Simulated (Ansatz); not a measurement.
Geometry optimisation, RKS B3LYP-D4/def2-mTZVP (Ansatz 0.2.0).

input.yaml

```yaml
crystal:
  periodic: [false, false, false]
  atoms:
    - { symbol: "N", position_ang: [-1.25667, 0.41619, -1.27387] }
    - { symbol: Si, position_ang: [0.08925, 0.48935, -0.32804] }
    - { symbol: "N", position_ang: [0.60322, -0.99954, 0.53611] }
    - { symbol: H, position_ang: [-2.09049, 0.0244, -0.83926] }
    - { symbol: H, position_ang: [1.29861, 0.78837, -1.14795] }
    - { symbol: H, position_ang: [0.18593, 1.54582, 0.80087] }
    - { symbol: H, position_ang: [1.33989, -0.84357, 1.21471] }
    - { symbol: H, position_ang: [-0.16975, -1.42101, 1.03744] }
total_charge: -1
basis:
  gaussian: { orbitals: def2-mTZVP }
hamiltonian:
  xc: b3lyp
  dispersion: d4
relax:
  f_tol: 0.02
  max_steps: 50
```

Launched with:

```bash
$ ansatz run input.yaml --threads 1 --pin off --max-ram 2048MiB --backend cpu --events-out ev --progress --plain --runs-dir out
```

Q: Where does it end, and by what steps?

A: It converged. Limits of this set-up: an anion without diffuse functions, the dipole of an ion depends on the origin. After 19 steps the energy has fallen by 0.150 eV; H7 moved furthest, 1.03 Å.

```
step  energy less start (eV)  largest force component (eV/Å)  accepted
   0                  0.0000                           0.227       yes
   1                 -0.0342                           0.523       yes
   2                 -0.0424                           0.971       yes
   3                 -0.0678                           0.710       yes
   4                 -0.0467                           0.831        no
   5                 -0.0848                           0.100       yes
   6                 -0.0957                           0.167       yes
   7                 -0.1072                           0.504       yes
   8                 -0.1339                           0.145       yes
   9                 -0.1120                           0.304        no
  10                 -0.1398                           0.076       yes
  11                 -0.1434                           0.282       yes
  12                 -0.1464                           0.203       yes
  13                 -0.0575                           1.733        no
  14                 -0.1452                           0.144        no
  15                 -0.1495                           0.042       yes
  16                 -0.1494                           0.057        no
  17                 -0.1496                           0.037       yes
  18                 -0.1496                           0.016        no
  19                 -0.1497                           0.004       yes
```

```xyz
8
Properties=species:S:1:pos:R:3
N -1.325 0.312 -1.128
Si 0.137 0.471 -0.355
N 0.791 -0.831 0.725
H -2.155 0.330 -0.531
H 1.216 0.602 -1.393
H 0.386 1.627 0.625
H 0.425 -0.757 1.673
H 0.525 -1.754 0.385
```

Time of the run: 25 s on 1 CPU thread of a shared host.
